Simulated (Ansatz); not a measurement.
C5H8 can be A, `C=CC(=C)C`, or B, `C=CCC=C`.

Program: Ansatz. Geometries: PBE0-D4/def2-TZVP. ΔE: electronic, gas phase. CCSD(T)/CBS adds triple-zeta CCSD(T) − MP2 to the extrapolated MP2 energy (def2 sets, frozen cores). Functionals use def2-TZVPP. B3LYP here is the variant with VWN-RPA as its local correlation; programs differ in this. Each species was taken in one conformer, which may not be the lowest.

Q: Which isomer does CCSD(T)/CBS put lower? Give the gap. (Best estimate.)

A: Computed: A, by 28.7 kJ/mol.

Q: Give E(B) − E(A) in kJ/mol with r2SCAN-D4, B2PLYP, MP2/def2-TZVPP, CCSD/def2-TZVPP, BLYP-D4, B3LYP-D4, PBE-D4. (An estimate is asked.)

A: Computed: r2SCAN-D4 36.4, B2PLYP 29.9, MP2/def2-TZVPP 31.8, CCSD/def2-TZVPP 26.1, BLYP-D4 34.0, B3LYP-D4 32.3, PBE-D4 34.5. None reverses the order clearly.

Q: Does the order hold for the free energy at 298.15 K (harmonic terms from PBE0-D4)? (Best estimate.)

A: The calculation gave: Yes: G(B) − G(A) = +28.2 kJ/mol, for one conformer each.

Largest T1 diagnostic: 0.011.

In def2-TZVPP, CCSD(T) changes the Hartree–Fock value by +7.4 kJ/mol (the triples alone add +2.5 kJ/mol) and MP2 by +10.6 kJ/mol. Leaving LDA and LC-ωPBE aside and taking each functional with its dispersion term where it has one, the values, not all of them listed here, spread over 10.4 kJ/mol, from ωB97X-V to B97M-V. LDA lies +6.4 kJ/mol from PBE without D4.
